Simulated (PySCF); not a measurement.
**From a log to its input**

A PySCF 2.14 run on the atoms B 0 0 0; F 0 0 1.287 (angstrom) printed this (some set-up lines and the per-cycle HOMO/LUMO lines with their warnings removed):

```
PySCF version 2.14.0


nuclear repulsion = 18.5026996825175
number of shells = 8
number of NR pGTOs = 92
number of NR cGTOs = 60
basis = pcseg-2
ecp = {}

******** <class 'pyscf.df.df_jk.DFRHF'> ********
method = DFRHF
initial guess = minao
damping factor = 0
level_shift factor = 0
DIIS = <class 'pyscf.scf.diis.CDIIS'>
SCF conv_tol = 1e-09
SCF max_cycles = 50
Initial guess from minao.
******** <class 'pyscf.df.df.DF'> ********
auxbasis = def2-universal-jkfit
init E= -124.142993065469
cycle= 1 E= -124.117079578839  delta_E= 0.0259  |g|= 0.408  |ddm|= 0.894
cycle= 2 E= -124.143183989663  delta_E= -0.0261  |g|= 0.27  |ddm|= 0.334
cycle= 3 E= -124.153664684731  delta_E= -0.0105  |g|= 0.0312  |ddm|= 0.11
cycle= 4 E= -124.154065673304  delta_E= -0.000401  |g|= 0.00797  |ddm|= 0.0498
cycle= 5 E= -124.154095677245  delta_E= -3e-05  |g|= 0.00176  |ddm|= 0.0166
cycle= 6 E= -124.154097218232  delta_E= -1.54e-06  |g|= 0.00041  |ddm|= 0.00346
cycle= 7 E= -124.154097318412  delta_E= -1e-07  |g|= 5.94e-05  |ddm|= 0.00071
cycle= 8 E= -124.154097319827  delta_E= -1.42e-09  |g|= 6.04e-06  |ddm|= 9.65e-05
cycle= 9 E= -124.154097319845  delta_E= -1.82e-11  |g|= 8.83e-07  |ddm|= 1.11e-05
Extra cycle  E= -124.154097319846  delta_E= -5.68e-13  |g|= 2.98e-07  |ddm|= 1.31e-06
converged SCF energy = -124.154097319846

******** <class 'pyscf.mp.dfmp2.DFRMP2'> ********
nocc = 5, nmo = 58
frozen orbitals 2
E(DFRMP2) = -124.466533843466  E_corr = -0.312436523619991
E(SCS-DFRMP2) = -124.461658316315  E_corr = -0.307560996468743
E_corr(same-spin) = -0.0777263444714384
E_corr(oppo-spin) = -0.234710179148553
Dipole moment(X, Y, Z, Debye):  0.00000,  0.00000,  0.72981
orbital energies (hartree): [-0.7369 -0.7369 -0.4078  0.0724  0.0724  0.1271]
```

Q: Write the input that gave this log.

A: The input was:

```python
from pyscf import gto, scf, mp

mol = gto.M(
    atom='B 0 0 0; F 0 0 1.287',
    basis='pcseg-2',
    charge=0,
    spin=0,
    verbose=4,
)
mf = scf.RHF(mol)
mf = mf.density_fit(auxbasis='def2-universal-jkfit')
mf.kernel()
mp.MP2(mf, frozen=2).kernel()
mf.dip_moment()
print('orbital energies (hartree):', mf.mo_energy[..., max(0, mol.nelec[1]-3):mol.nelec[0]+3].round(4))
```

Stability towards an unrestricted solution was not tested. The bond length is a typed value, not an optimised one.
